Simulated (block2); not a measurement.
# singlet [NH3]2+: a chain of runs

Wanted: a single-point energy (DMRG/3-21G), then the energy (DMRG/3-21G), then a single-point energy (DMRG/3-21G), then a single-point energy (DMRG/3-21G), then the energy (DMRG/3-21G), then a single-point energy (DMRG/3-21G), then the energy (DMRG/3-21G) of singlet [NH3]2+. The setting varied is the bond dimension. Input form: a Python script.

The calculation is run with block2 0.5.4.

## 1. The structure to begin with

The species is [NH3]2+ (4 atoms), meant as a singlet with charge +2. As SMILES of the parent species, `[NH3+]`. Geometry: relaxed at GFN2-xTB. That shape belongs to the parent species and isn't relaxed for this state.

Bond lengths: N1–H2 1.028 Å, N1–H3 1.028 Å, N1–H4 1.028 Å. Angles: H2–N1–H3 120.0°, H2–N1–H4 120.0°, H3–N1–H4 120.0°.

## 2. The energy at DMRG/3-21G (start occupation bias 0.2) (run 1)

File dmrg.py:

```python
import numpy as np
from pyscf import gto, mcscf, mp, scf
from pyblock2._pyscf.ao2mo import integrals as itg
from pyblock2.driver.core import DMRGDriver, SymmetryTypes

mol = gto.M(atom="""
N      0.000140    -0.000820    -0.000330
H      0.510700    -0.238750     0.859300
H     -0.995460    -0.239520    -0.089810
H      0.484620     0.479080    -0.769160
""", basis="3-21g", charge=2, verbose=3)
print("nao                     : %d" % (mol.nao))
mf = scf.RHF(mol)
mf.conv_tol = 1e-10
mf.max_cycle = 200
mf.kernel()
if not mf.converged:
    mf = mf.newton().run(mf.mo_coeff, mf.mo_occ)
print(f"E(HF)                   : {mf.e_tot:.10f}")
# natural orbitals of MP2 give a compact matrix product state
occ_no, mo = mcscf.addons.make_natural_orbitals(mp.MP2(mf, frozen=1).run())
mf.mo_coeff = mo
ncas, n_elec, spin, ecore, h1e, g2e, orb_sym = itg.get_rhf_integrals(mf, ncore=1, ncas=14, pg_symm=False, g2e_symm=1)
dmrg = DMRGDriver(scratch="./tmp", symm_type=SymmetryTypes.SU2, stack_mem=1500 << 20, n_threads=1)
# orbital ordering
idx = dmrg.orbital_reordering(h1e, g2e, method="fiedler")
print("orbital order:", idx.tolist())
h1e = h1e[np.ix_(idx, idx)]
g2e = g2e[np.ix_(idx, idx, idx, idx)]
orb_sym = np.array(orb_sym)[idx]
dmrg.initialize_system(n_sites=ncas, n_elec=n_elec, spin=spin, orb_sym=orb_sym)
mpo = dmrg.get_qc_mpo(h1e=h1e, g2e=g2e, ecore=ecore, iprint=0)
occs = np.array([1.8] * 3 + [0.2] * 11)[idx]
psi = dmrg.get_random_mps(tag="GS", bond_dim=4, nroots=1, occs=occs)
bond_dims = [4] * 3 + [5] * 4
noises = [0.0001] * 3 + [1e-05] * 4 + [0]
thrds = [1e-08] * 7
e = dmrg.dmrg(mpo, psi, n_sweeps=13, tol=1e-07, bond_dims=bond_dims, noises=noises, thrds=thrds, iprint=1)
ms, dws, es = dmrg.get_dmrg_results()
print("max discarded weight    : %.3e" % (dws[-1]))
print("E(final)                : %.10f" % (e))
dm1 = dmrg.get_1pdm(psi)
print("natural occupations     :", np.round(np.linalg.eigvalsh(dm1)[::-1], 5).tolist())
c_act = mf.mo_coeff[:, 1:15][:, idx]
dm_ao = c_act @ dm1 @ c_act.T + 2 * mf.mo_coeff[:, :1] @ mf.mo_coeff[:, :1].T
print("dipole / D              :", np.round(scf.hf.dip_moment(mol, dm_ao, verbose=0), 4).tolist())
print("max block entropy       : %.4f" % (max(dmrg.get_bipartite_entanglement(psi))))
csf, coef = dmrg.get_csf_coefficients(psi, cutoff=0.08, iprint=1)
print(f"c0^2                    : {np.max(np.abs(coef)) ** 2:.4f}")
# exact diagonalisation in the same space
ci = mcscf.CASCI(mf, 14, (3, 3))
ci.fix_spin_(ss=0)
ci.fcisolver.conv_tol = 1e-10
ci.fcisolver.max_cycle = 200
ci.kernel()
print("FCI energy              : %.10f" % (ci.e_tot))
```

Started as:

```bash
$ python dmrg.py
```

The log of the run:

```text
nao                     : 15
converged SCF energy = -54.7299663929465
E(HF)                   : -54.7299663929
E(RMP2) = -54.8043275018494  E_corr = -0.0743611089028771
E(SCS-RMP2) = -54.8101488524152  E_corr = -0.0801824594687687
orbital order: [10, 11, 13, 4, 3, 5, 7, 8, 1, 2, 9, 0, 6, 12]

Sweep =    0 | Direction =  forward | Bond dimension =    4 | Noise =  1.00e-04 | Dav threshold =  1.00e-08
Time elapsed =      0.040 | E =     -54.7451108805 | DW = 4.70790e-05

Sweep =    1 | Direction = backward | Bond dimension =    4 | Noise =  1.00e-04 | Dav threshold =  1.00e-08
Time elapsed =      0.085 | E =     -54.7557869209 | DE = -1.07e-02 | DW = 1.76250e-04

Sweep =    2 | Direction =  forward | Bond dimension =    4 | Noise =  1.00e-04 | Dav threshold =  1.00e-08
Time elapsed =      0.133 | E =     -54.7563295338 | DE = -5.43e-04 | DW = 2.05520e-04

Sweep =    3 | Direction = backward | Bond dimension =    5 | Noise =  1.00e-05 | Dav threshold =  1.00e-08
Time elapsed =      0.186 | E =     -54.7715103921 | DE = -1.52e-02 | DW = 5.01010e-05

Sweep =    4 | Direction =  forward | Bond dimension =    5 | Noise =  1.00e-05 | Dav threshold =  1.00e-08
Time elapsed =      0.242 | E =     -54.7740957541 | DE = -2.59e-03 | DW = 5.20925e-05

Sweep =    5 | Direction = backward | Bond dimension =    5 | Noise =  1.00e-05 | Dav threshold =  1.00e-08
Time elapsed =      0.296 | E =     -54.7744089389 | DE = -3.13e-04 | DW = 3.71635e-05

Sweep =    6 | Direction =  forward | Bond dimension =    5 | Noise =  1.00e-05 | Dav threshold =  1.00e-08
Time elapsed =      0.350 | E =     -54.7745525399 | DE = -1.44e-04 | DW = 4.24980e-05

Sweep =    7 | Direction = backward | Bond dimension =    5 | Noise =  0.00e+00 | Dav threshold =  1.00e-08
Time elapsed =      0.401 | E =     -54.7746035660 | DE = -5.10e-05 | DW = 3.96973e-05

Sweep =    8 | Direction =  forward | Bond dimension =    5 | Noise =  0.00e+00 | Dav threshold =  1.00e-08
Time elapsed =      0.454 | E =     -54.7746427343 | DE = -3.92e-05 | DW = 4.15092e-05

Sweep =    9 | Direction = backward | Bond dimension =    5 | Noise =  0.00e+00 | Dav threshold =  1.00e-08
Time elapsed =      0.506 | E =     -54.7746512928 | DE = -8.56e-06 | DW = 4.16805e-05

Sweep =   10 | Direction =  forward | Bond dimension =    5 | Noise =  0.00e+00 | Dav threshold =  1.00e-08
Time elapsed =      0.557 | E =     -54.7746589402 | DE = -7.65e-06 | DW = 4.23501e-05

Sweep =   11 | Direction = backward | Bond dimension =    5 | Noise =  0.00e+00 | Dav threshold =  1.00e-08
Time elapsed =      0.609 | E =     -54.7746625084 | DE = -3.57e-06 | DW = 4.25119e-05

Sweep =   12 | Direction =  forward | Bond dimension =    5 | Noise =  0.00e+00 | Dav threshold =  1.00e-08
Time elapsed =      0.661 | E =     -54.7746644717 | DE = -1.96e-06 | DW = 4.26476e-05

ATTENTION: DMRG is not converged to desired tolerance of 1.00000e-07
max discarded weight    : 4.265e-05
E(final)                : -54.7746644717
natural occupations     : [1.98933, 1.9889, 1.98529, 0.01613, 0.00752, 0.00719, 0.00229, 0.00146, 0.00128, 0.00048, 6e-05, 3e-05, 3e-05, 1e-05]
dipole / D              : [-0.0006, -0.0021, -0.0012]
max block entropy       : 0.0640
mps center changed (temporarily)
DTRIE T =      0.000
Number of CSF =          1 (cutoff =      0.08)
Sum of weights of included CSF =    0.981830189245503

CSF          0 00000000220200  =   -0.990873447643796
c0^2                    : 0.9818
CASCI E = -54.8212258810339  E(CI) = -18.9283621870429  S^2 = 0.0000000
FCI energy              : -54.8212258810
```

It took 2.9 s on 1 thread of Intel Xeon 6975P-C (Granite Rapids), shared host; peak memory 0.29 GiB.

The iterations ended before the threshold was met.

## 3. The energy at DMRG/3-21G (start occupation bias 0.2) (run 2)

File job.py:

```python
import numpy as np
from pyscf import gto, mcscf, mp, scf
from pyblock2._pyscf.ao2mo import integrals as itg
from pyblock2.driver.core import DMRGDriver, SymmetryTypes

geom = """
N      0.000140    -0.000820    -0.000330
H      0.510700    -0.238750     0.859300
H     -0.995460    -0.239520    -0.089810
H      0.484620     0.479080    -0.769160
"""
mol = gto.M(
    atom=geom,
    basis="3-21g",
    charge=2,
    spin=0,
    verbose=3,
    max_memory=2000,
)
print("nao                      = %d" % (mol.nao))
mf = scf.RHF(mol)
mf.conv_tol = 1e-10
mf.max_cycle = 200
mf.kernel()
if not mf.converged:
    mf = mf.newton().run(mf.mo_coeff, mf.mo_occ)
print(f"E(SCF)                   = {mf.e_tot:.10f}")
# natural orbitals of MP2 give a compact matrix product state
occ_no, mo = mcscf.addons.make_natural_orbitals(mp.MP2(mf, frozen=1).run())
mf.mo_coeff = mo
ncas, n_elec, spin, ecore, h1e, g2e, orb_sym = itg.get_rhf_integrals(mf, ncore=1, ncas=14, pg_symm=False, g2e_symm=1)
driver = DMRGDriver(scratch="./tmp", symm_type=SymmetryTypes.SU2, stack_mem=1500 << 20, n_threads=1)
# orbital ordering
idx = driver.orbital_reordering(h1e, g2e, method="fiedler")
print("orbital order:", idx.tolist())
h1e = h1e[np.ix_(idx, idx)]
g2e = g2e[np.ix_(idx, idx, idx, idx)]
orb_sym = np.array(orb_sym)[idx]
driver.initialize_system(n_sites=ncas, n_elec=n_elec, spin=spin, orb_sym=orb_sym)
mpo = driver.get_qc_mpo(h1e=h1e, g2e=g2e, ecore=ecore, iprint=1)
occs = np.array([1.8] * 3 + [0.2] * 11)[idx]
ket = driver.get_random_mps(tag="GS", bond_dim=5, nroots=1, occs=occs)
bond_dims = [5] * 3 + [10] * 4
noises = [0.0001] * 3 + [1e-05] * 4 + [0]
thrds = [1e-08] * 7
e = driver.dmrg(mpo, ket, n_sweeps=13, tol=1e-07, bond_dims=bond_dims, noises=noises, thrds=thrds, iprint=1)
ms, dws, es = driver.get_dmrg_results()
print("max discarded weight     = %.3e" % (dws[-1]))
print(f"E(final)                 = {e:.10f}")
dm1 = driver.get_1pdm(ket)
print("NOONs                    =", np.round(np.linalg.eigvalsh(dm1)[::-1], 5).tolist())
c_act = mf.mo_coeff[:, 1:15][:, idx]
dm_ao = c_act @ dm1 @ c_act.T + 2 * mf.mo_coeff[:, :1] @ mf.mo_coeff[:, :1].T
print("dipole moment (debye)    =", np.round(scf.hf.dip_moment(mol, dm_ao, verbose=0), 4).tolist())
print(f"largest bipartite entropy = {max(driver.get_bipartite_entanglement(ket)):.4f}")
csf, coef = driver.get_csf_coefficients(ket, cutoff=0.08, iprint=1)
print(f"leading coefficient squared = {np.max(np.abs(coef)) ** 2:.4f}")
```

Started as:

```bash
$ python job.py
```

The log of the run:

```text
nao                      = 15
converged SCF energy = -54.7299663929465
E(SCF)                   = -54.7299663929
E(RMP2) = -54.8043275018494  E_corr = -0.0743611089028771
E(SCS-RMP2) = -54.8101488524152  E_corr = -0.0801824594687687
orbital order: [10, 11, 13, 4, 3, 5, 7, 8, 1, 2, 9, 0, 6, 12]
integral symmetrize error =  0.0
integral cutoff error =  0.0
mpo terms =      22212

[... 41 lines left out ...]
Sweep =    7 | Direction = backward | Bond dimension =   10 | Noise =  0.00e+00 | Dav threshold =  1.00e-08
Time elapsed =      0.541 | E =     -54.8064855547 | DE = -4.36e-03 | DW = 3.56566e-04

Sweep =    8 | Direction =  forward | Bond dimension =   10 | Noise =  0.00e+00 | Dav threshold =  1.00e-08
Time elapsed =      0.667 | E =     -54.8083935656 | DE = -1.91e-03 | DW = 4.26893e-04

Sweep =    9 | Direction = backward | Bond dimension =   10 | Noise =  0.00e+00 | Dav threshold =  1.00e-08
Time elapsed =      0.745 | E =     -54.8083817053 | DE = 1.19e-05 | DW = 4.26534e-04

Sweep =   10 | Direction =  forward | Bond dimension =   10 | Noise =  0.00e+00 | Dav threshold =  1.00e-08
Time elapsed =      0.821 | E =     -54.8084753000 | DE = -9.36e-05 | DW = 4.23620e-04

Sweep =   11 | Direction = backward | Bond dimension =   10 | Noise =  0.00e+00 | Dav threshold =  1.00e-08
Time elapsed =      0.897 | E =     -54.8084753222 | DE = -2.22e-08 | DW = 4.23640e-04

max discarded weight     = 4.236e-04
E(final)                 = -54.8084753222
NOONs                    = [1.98085, 1.97996, 1.97852, 0.01568, 0.01508, 0.01479, 0.01117, 0.0016, 0.0014, 0.00068, 9e-05, 7e-05, 6e-05, 5e-05]
dipole moment (debye)    = [-0.0018, -0.0008, -0.0039]
largest bipartite entropy = 0.1446
DTRIE T =      0.000
Number of CSF =          1 (cutoff =      0.08)
Sum of weights of included CSF =    0.969561660637630

CSF          0 00000000220200  =   -0.984663221938156
leading coefficient squared = 0.9696
```

It took 1.9 s on 1 thread of Intel Xeon 6975P-C (Granite Rapids), shared host; peak memory 0.27 GiB.

Runs 3 to 6 aren't shown in full; the table further down has their settings and results.

## 4. A single-point energy at DMRG/3-21G (start occupation bias 0.2) (run 7)

File dmrg.py:

```python
import numpy as np
from pyscf import gto, mcscf, mp, scf
from pyblock2._pyscf.ao2mo import integrals as itg
from pyblock2.driver.core import DMRGDriver, SymmetryTypes

geom = """
N      0.000140    -0.000820    -0.000330
H      0.510700    -0.238750     0.859300
H     -0.995460    -0.239520    -0.089810
H      0.484620     0.479080    -0.769160
"""
mol = gto.M(
    atom=geom,
    basis="3-21g",
    charge=2,
    spin=0,
    verbose=3,
    max_memory=2000,
)
print("basis functions: %d" % (mol.nao))
mf = scf.RHF(mol)
mf.conv_tol = 1e-10
mf.max_cycle = 200
mf.kernel()
if not mf.converged:
    mf = mf.newton().run(mf.mo_coeff, mf.mo_occ)
print("SCF energy: %.10f" % (mf.e_tot))
# natural orbitals of MP2 give a compact matrix product state
occ_no, mo = mcscf.addons.make_natural_orbitals(mp.MP2(mf, frozen=1).run())
mf.mo_coeff = mo
ncas, n_elec, spin, ecore, h1e, g2e, orb_sym = itg.get_rhf_integrals(mf, ncore=1, ncas=14, pg_symm=False, g2e_symm=1)
driver = DMRGDriver(scratch="./tmp", symm_type=SymmetryTypes.SU2, stack_mem=1500 << 20, n_threads=1)
# order the orbitals along the chain
idx = driver.orbital_reordering(h1e, g2e, method="fiedler")
print("orbital order:", idx.tolist())
h1e = h1e[np.ix_(idx, idx)]
g2e = g2e[np.ix_(idx, idx, idx, idx)]
orb_sym = np.array(orb_sym)[idx]
driver.initialize_system(n_sites=ncas, n_elec=n_elec, spin=spin, orb_sym=orb_sym)
mpo = driver.get_qc_mpo(h1e=h1e, g2e=g2e, ecore=ecore, iprint=1)
occs = np.array([1.8] * 3 + [0.2] * 11)[idx]
ket = driver.get_random_mps(tag="GS", bond_dim=50, nroots=1, occs=occs)
bond_dims = [50] * 3 + [100] * 4
noises = [0.0001] * 3 + [1e-05] * 4 + [0]
thrds = [1e-08] * 7
e = driver.dmrg(mpo, ket, n_sweeps=13, tol=1e-07, bond_dims=bond_dims, noises=noises, thrds=thrds, iprint=1)
ms, dws, es = driver.get_dmrg_results()
print("max discarded weight: %.3e" % (dws[-1]))
print(f"total energy: {e:.10f}")
dm1 = driver.get_1pdm(ket)
print("natural occupations:", np.round(np.linalg.eigvalsh(dm1)[::-1], 5).tolist())
c_act = mf.mo_coeff[:, 1:15][:, idx]
dm_ao = c_act @ dm1 @ c_act.T + 2 * mf.mo_coeff[:, :1] @ mf.mo_coeff[:, :1].T
print("dipole moment (debye):", np.round(scf.hf.dip_moment(mol, dm_ao, verbose=0), 4).tolist())
print("max block entropy: %.4f" % (max(driver.get_bipartite_entanglement(ket))))
csf, coef = driver.get_csf_coefficients(ket, cutoff=0.08, iprint=1)
print(f"c0^2: {np.max(np.abs(coef)) ** 2:.4f}")
```

Started as:

```bash
$ python dmrg.py
```

The log of the run:

```text
basis functions: 15
converged SCF energy = -54.7299663929465
SCF energy: -54.7299663929
E(RMP2) = -54.8043275018494  E_corr = -0.0743611089028771
E(SCS-RMP2) = -54.8101488524152  E_corr = -0.0801824594687687
orbital order: [10, 11, 13, 4, 3, 5, 7, 8, 1, 2, 9, 0, 6, 12]
integral symmetrize error =  0.0
integral cutoff error =  0.0
mpo terms =      22212

[... 35 lines left out ...]
Sweep =    5 | Direction = backward | Bond dimension =  100 | Noise =  1.00e-05 | Dav threshold =  1.00e-08
Time elapsed =      3.797 | E =     -54.8212251462 | DE = -2.56e-07 | DW = 1.83615e-07

Sweep =    6 | Direction =  forward | Bond dimension =  100 | Noise =  1.00e-05 | Dav threshold =  1.00e-08
Time elapsed =      4.799 | E =     -54.8212252027 | DE = -5.65e-08 | DW = 1.14283e-07

Sweep =    7 | Direction = backward | Bond dimension =  100 | Noise =  0.00e+00 | Dav threshold =  1.00e-08
Time elapsed =      5.755 | E =     -54.8212254339 | DE = -2.31e-07 | DW = 4.51189e-08

Sweep =    8 | Direction =  forward | Bond dimension =  100 | Noise =  0.00e+00 | Dav threshold =  1.00e-08
Time elapsed =      6.694 | E =     -54.8212255549 | DE = -1.21e-07 | DW = 4.44608e-08

Sweep =    9 | Direction = backward | Bond dimension =  100 | Noise =  0.00e+00 | Dav threshold =  1.00e-08
Time elapsed =      7.630 | E =     -54.8212255554 | DE = -4.54e-10 | DW = 4.41714e-08

max discarded weight: 4.417e-08
total energy: -54.8212255554
natural occupations: [1.97704, 1.97704, 1.97592, 0.01737, 0.01737, 0.01624, 0.013, 0.00209, 0.00209, 0.00128, 0.00018, 0.00018, 0.0001, 9e-05]
dipole moment (debye): [0.0004, -0.0017, -0.0006]
max block entropy: 0.1804
DTRIE T =      0.001
Number of CSF =          1 (cutoff =      0.08)
Sum of weights of included CSF =    0.965130053310298

CSF          0 00000000220200  =   -0.982410328381323
c0^2: 0.9651
```

It took 9 s on 1 thread of Intel Xeon 6975P-C (Granite Rapids), shared host; peak memory 0.33 GiB.

## 5. The series

| run | bond dimension | bond dims | energy (Eh) | wall time |
| --- | --- | --- | --- | --- |
| 1 | 5 | (4, 5) | not converged | 2.9 s |
| 2 | 10 | (5, 10) | -54.808475 | 1.9 s |
| 3 | 20 | (10, 20) | -54.819861 | 2.4 s |
| 4 | 35 | (17, 35) | -54.820561 | 3.6 s |
| 5 | 50 | (25, 50) | -54.821133 | 4.5 s |
| 6 | 75 | (37, 75) | -54.821216 | 6.6 s |
| 7 | 100 | (50, 100) | -54.821226 | 9 s |

## 6. What came out

| quantity | value |
| --- | --- |
| run 7, DMRG/3-21G: total energy | -54.82123 Eh |

In words: Over the runs the total energy spans 0.347 eV. All runs together took 31 s, the longest 9 s. 1 of the 7 runs did not end normally.
